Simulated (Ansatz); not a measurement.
We consider chalcopyrite CdGeAs2, described by PBEsol in Ansatz (PAW).

Run with plane-wave cutoff 520 eV, 8×8×8 k mesh, Fermi–Dirac smearing 0.01 eV, scalar-relativistic PAW data made under PBE.

Computed points:

```csv
V (Å³/atom),E − E_lowest (meV/atom)
23.965,8.14
24.464,1.95
24.964,0.00
25.463,1.83
25.962,7.04
```

Task: Fit the third-order Birch–Murnaghan equation and give B0 and B′.

Result: V0 = 24.962 Å³/atom, B0 = 60.7 GPa, B′ = 4.7 (fit to the energies at full precision).

Shape and atoms are relaxed at each volume.

Measured, for comparison: bulk modulus 69.9 GPa (temperature not stated, no zero-point or thermal correction; as tabulated in Toher et al. (2017), arXiv:1611.05714). Computed (rounded) less measured: bulk modulus -13 %.

Note: the gap of the solid is closed in this run; this level leaves the solid without a gap, although one is measured; the bulk modulus comes from volumes at which shape and atoms were relaxed.

Computed values are for the static lattice.

It cost very roughly 30 core-minutes of CPU time.

Ansatz is a program for electronic structure.
